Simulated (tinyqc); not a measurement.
Worked calculation: CIS and TDHF on RHF in the sto-3g basis, frozen core, for H2O, spin multiplicity 1. One step of it, computed by the program tinyqc.

Task: CIS singlet states. Diagonalise A (1 hartree = 27.211386 eV); each vector has its largest component positive (the first on a tie). The transition dipole is mu = sqrt2 sum c_ia <i|r|a>.

CIS matrix A, singlet (hartree):
```
          2>6        2>7        3>6       3>7       4>6        4>7       5>6       5>7
2>6  1.481659   0.000000   0.000000  0.054866  0.062183   0.000000  0.000000  0.000000
2>7  0.000000   1.535035  -0.029025  0.000000  0.000000  -0.019790  0.000000  0.000000
3>6  0.000000  -0.029025   0.815716  0.000000  0.000000   0.041059  0.000000  0.000000
3>7  0.054866   0.000000   0.000000  1.081608  0.104373   0.000000  0.000000  0.000000
4>6  0.062183   0.000000   0.000000  0.104373  0.650241   0.000000  0.000000  0.000000
4>7  0.000000  -0.019790   0.041059  0.000000  0.000000   0.739685  0.000000  0.000000
5>6  0.000000   0.000000   0.000000  0.000000  0.000000   0.000000  0.498191  0.000000
5>7  0.000000   0.000000   0.000000  0.000000  0.000000   0.000000  0.000000  0.576831
```

dipole integrals <i|r|a> (bohr):
```
            x          y          z
2>6  0.000000   0.000000  -0.113285
2>7  0.000000  -0.151040   0.000000
3>6  0.000000  -0.834133   0.000000
3>7  0.000000   0.000000  -0.623663
4>6  0.000000   0.000000  -0.450795
4>7  0.000000  -0.649271   0.000000
5>6  0.075327   0.000000   0.000000
5>7  0.000000   0.000000   0.000000
```

Give: singlet excitation energies; lowest vectors; oscillator strengths 2/3 w |mu|^2.

Result:

singlet excitation energies (eV): 13.556  15.696  16.968  19.638  22.639  29.769  40.708  41.818

lowest vectors:
```
     state 1  state 2  state 3  state 4  state 5  state 6
2>6    0.000    0.000   -0.057    0.000    0.000   -0.169
2>7    0.000    0.000    0.000    0.008    0.049    0.000
3>6    0.000    0.000    0.000   -0.398    0.916    0.000
3>7    0.000    0.000   -0.215    0.000    0.000    0.964
4>6    0.000    0.000    0.975    0.000    0.000    0.203
4>7    0.000    0.000    0.000    0.917    0.397    0.000
5>6    1.000    0.000    0.000    0.000    0.000    0.000
5>7    0.000    1.000    0.000    0.000    0.000    0.000
```

oscillator strengths 2/3 w |mu|^2: 0.004  0.000  0.074  0.067  1.176  0.662
